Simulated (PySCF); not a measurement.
# doublet [HNO3]+: levels of theory compared

We compute a comparison of 5 runs (UB3LYP/def2-SVPD, UBLYP/def2-SVPD, UPBE0/def2-SVPD, UTPSS/def2-SVPD, UCCSD(T)/def2-SVPD) of doublet [HNO3]+. The job is set up through a Python script.

Program for the calculation: PySCF 2.14.0.

## Step 1: Starting point

[HNO3]+ has 5 atoms, charge +1, and is taken as a doublet. SMILES of the parent species: `O=[N+]([O-])O`. The shape is that of a GFN2-xTB optimisation. That shape belongs to the parent species and isn't relaxed for this state.

Bond lengths: O1–N2 1.175 Å, N2–O3 1.185 Å, N2–O4 1.391 Å, O4–H5 0.973 Å. Angles: O1–N2–O3 130.4°, O1–N2–O4 114.4°, O3–N2–O4 115.3°, N2–O4–H5 111.0°.

## Step 2: The energy at UB3LYP/def2-SVPD (run 1)

Contents of geometry.xyz:

```xyz
5

O      1.318740    -0.318760     0.748000
N      0.260500    -0.302640     0.238440
O     -0.568430    -1.146740     0.163380
O     -0.063720     0.904390    -0.372480
H     -0.947090     0.863740    -0.777330
```

Contents of calc.py:

```python
from pyscf import gto, dft

mol = gto.M(
    atom='geometry.xyz',
    charge=1,
    max_memory=1860,
    basis='def2-svpd',
    spin=1,
    verbose=4,
)

mf = dft.UKS(mol)
mf.xc = 'b3lyp'
mf.grids.level = 5
mf.conv_tol = 1e-10
mf.kernel()
if not mf.converged:
    mf = mf.newton().run(mf.mo_coeff, mf.mo_occ)

e_tot = mf.e_tot
print('E(%s) = %.9f' % ('B3LYP', e_tot))
```

The run is started by

```sh
$ OMP_NUM_THREADS=1 python calc.py
```

The program printed:

```text
PySCF version 2.14.0

[... 54 lines left out ...]
WARN: HOMO -0.376247051763792 >= LUMO -0.376247051763789
[... 66 lines left out ...]
converged SCF energy = -280.236077660243  <S^2> = 0.75821835  2S+1 = 2.0082015
E(B3LYP) = -280.236077660
```

Run time: 34 s. Hardware: 1 thread of Arm Neoverse V2, shared host; peak memory 0.5 GiB.

## Step 3: A single-point energy at UBLYP/def2-SVPD (run 2)

Contents of run.py:

```python
from pyscf import gto, dft

system = gto.M(
    atom='''
O    1.318740  -0.318760   0.748000
N    0.260500  -0.302640   0.238440
O   -0.568430  -1.146740   0.163380
O   -0.063720   0.904390  -0.372480
H   -0.947090   0.863740  -0.777330
''',
    charge=1,
    verbose=4,
    basis='def2-svpd',
    spin=1,
    max_memory=1860,
)

calc0 = dft.UKS(system)
calc0.xc = 'blyp'
calc0.grids.level = 5
calc0.conv_tol = 1e-10
calc0.kernel()
if not calc0.converged:
    calc0 = calc0.newton().run(calc0.mo_coeff, calc0.mo_occ)

e_final = calc0.e_tot
print('Final energy', e_final)
```

The run is started by

```sh
$ OMP_NUM_THREADS=1 python run.py
```

The program printed:

```text
PySCF version 2.14.0

[... 71 lines left out ...]
WARN: beta  nocc = 15  HOMO -0.597026467542635 >= LUMO -0.59673838012997
[... 1 line left out ...]
WARN: HOMO -0.597026467542635 >= LUMO -0.59673838012997
[... 46 lines left out ...]
converged SCF energy = -280.240936471482  <S^2> = 0.75376913  2S+1 = 2.0037656
Final energy -280.2409364714816
```

Run time: 29 s. Hardware: 1 thread of Arm Neoverse V2, shared host; peak memory 0.5 GiB.

Runs 3 to 4 aren't shown in full; the table further down has their settings and results.

## Step 4: A single-point energy at UCCSD(T)/def2-SVPD (run 5)

Contents of input.xyz:

```xyz
5
HNO3
O      1.318740    -0.318760     0.748000
N      0.260500    -0.302640     0.238440
O     -0.568430    -1.146740     0.163380
O     -0.063720     0.904390    -0.372480
H     -0.947090     0.863740    -0.777330
```

Contents of run.py:

```python
from pyscf import gto, scf, cc

mol = gto.M(
    atom='input.xyz',
    max_memory=1860,
    verbose=3,
    spin=1,
    basis='def2-svpd',
    charge=1,
)

calc0 = scf.UHF(mol)
calc0.conv_tol = 1e-10
calc0.kernel()
if not calc0.converged:
    calc0 = calc0.newton().run(calc0.mo_coeff, calc0.mo_occ)

mycc = cc.CCSD(calc0, frozen=4)
mycc.kernel()
e_t = mycc.ccsd_t()
energy = mycc.e_tot + e_t
print('E = %.10f Eh' % energy)
```

The run is started by

```sh
$ OMP_NUM_THREADS=1 python run.py
```

The program printed:

```text
converged SCF energy = -278.82241650684  <S^2> = 0.77399321  2S+1 = 2.023851
E(UCCSD) = -279.5498409106421  E_corr = -0.7274244038022727
UCCSD(T) correction = -0.0326902736689941
E = -279.5825311843 Eh
```

It took 5.9 min on 1 thread of Arm Neoverse V2, shared host; peak memory 3.2 GiB.

## Step 5: The series

| run | level | integration grid | frozen core orbitals | energy (Eh) | HOMO energy (eV) | LUMO energy (eV) | ⟨S²⟩ | wall time |
| --- | --- | --- | --- | --- | --- | --- | --- | --- |
| 1 | UB3LYP/def2-SVPD | 5 | – | -280.236078 | -18.32 | -15.66 | 0.758 | 34 s |
| 2 | UBLYP/def2-SVPD | 5 | – | -280.240936 | -17.00 | -16.22 | 0.754 | 29 s |
| 3 | UPBE0/def2-SVPD | 5 | – | -279.949999 | -18.50 | -15.31 | 0.759 | 38 s |
| 4 | UTPSS/def2-SVPD | 5 | – | -280.298609 | -17.17 | -16.17 | 0.755 | 73 s |
| 5 | UCCSD(T)/def2-SVPD | – | 4 | -279.582531 | -22.52 | -8.64 | 0.774 | 5.9 min |

## Step 6: Results

```
                                                         quantity          value
                                              run 5: total energy  -279.58253 Eh
run 5: HOMO energy (Hartree–Fock orbitals) (highest over α and β)      -22.52 eV
 run 5: LUMO energy (Hartree–Fock orbitals) (lowest over α and β)       -8.64 eV
               run 5: correlation energy (4 core orbitals frozen)     -760.1 mEh
                                            run 5: (T) correction     -32.69 mEh
                         run 5: ⟨S²⟩ of the reference determinant          0.774
                                             run 5: T1 diagnostic          0.048
```

What this shows: Totals of different functionals can't be ranked against each other. All runs together took 8.8 min, the longest 5.9 min.
